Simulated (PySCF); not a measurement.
**BO−: from the state search to spectroscopic constants**

What are the lowest state that PBE0 finds, the bond length, vibrational wavenumber and bond energy of BO−, and how much do these hang on the method?

Method: B def2-TZVPPD, O def2-TZVPPD, no relativity; program: PySCF 2.14.0.

2 further runs of the same task are left out: 2 set aside as unsound or not needed.

### Step 1. Set-up

Settings of the job:

```json
{
  "atoms": "B, O",
  "charge": "-1",
  "basis": "B def2-TZVPPD, O def2-TZVPPD",
  "Hamiltonian": "no relativity",
  "basis functions": "77",
  "electrons treated": "14",
  "masses in u": "11.0093, 15.9949",
  "levels": "PBE0, PBE, r²SCAN, BP86, TPSS, B3LYP, PBEsol, r²SCANh, ωB97X, MP2, SCS-MP2, CCSD, CCSD(T)",
  "grid": "80 radial by 434 angular points",
  "occupations": "held fixed by the projection of orbital angular momentum",
  "dissociation limit": "B + O−, each in its ground configuration",
  "starting distance in angstrom": "1.515",
  "values of 2S to try": "0, 2"
}
```

The run is started by

```bash
$ OMP_NUM_THREADS=1 python dia.py task.json out
```

After this run come: First curve: PBE0; PBE (GGA); r²SCAN (meta-GGA); BP86 (GGA); TPSS (meta-GGA); B3LYP (global hybrid GGA); PBEsol; r²SCANh (hybrid meta-GGA); ωB97X (range-separated hybrid); Correlated methods on the Hartree–Fock reference.

Q: Predict the outcome of this session. Wanted: for each run, Re; ωe; De; μ.

The runs gave:

Lowest PBE0 solution found, without spin–orbit coupling: ¹Σ⁺ (singlet), closed shell.

| level | Re (Å) | ωe (cm⁻¹) | De (eV) | μ (D) |
| --- | --- | --- | --- | --- |
| RHF-MP2 | 1.249 | 1678 | 9.82 | n/a |
| RHF-SCS-MP2 | 1.247 | 1691 | 9.57 | n/a |
| RHF-CCSD | 1.239 | 1735 | 9.10 | n/a |
| RHF-CCSD(T) | 1.246 | 1693 | 9.28 | n/a |
| PBE | 1.245 | 1680 | 9.61 | 2.37 |
| PBEsol | 1.243 | 1694 | 10.00 | 2.43 |
| BP86 | 1.246 | 1673 | 9.52 | 2.40 |
| TPSS | 1.245 | 1681 | 9.26 | 2.36 |
| r²SCAN | 1.237 | 1725 | 9.48 | 2.42 |
| r²SCANh | 1.234 | 1747 | 9.41 | 2.37 |
| B3LYP | 1.234 | 1738 | 9.31 | 2.25 |
| PBE0 | 1.233 | 1752 | 9.45 | 2.32 |
| ωB97X | 1.234 | 1752 | 9.40 | 2.27 |

De is counted to B + O− in their ground configurations. A positive dipole points from B to O; in an ion it is taken about the centre of mass and does not tell which atom is negative.

What this shows: The methods spread over 0.016 Å in bond length, from PBE0 to RHF-MP2. Of the levels with a De here, RHF-CCSD gives the least (9.10 eV) and PBEsol the most (10.00 eV).

Correlated steps freeze 2 core orbitals. T1 is 0.020 near the minimum (highest on the curve 0.030), which may point to more than one leading configuration. With some functionals the highest level of the anion is positive, from self-interaction error or because the anion is truly unbound there; the finite basis then holds the extra electron, and no neutral molecule was run to test the binding.
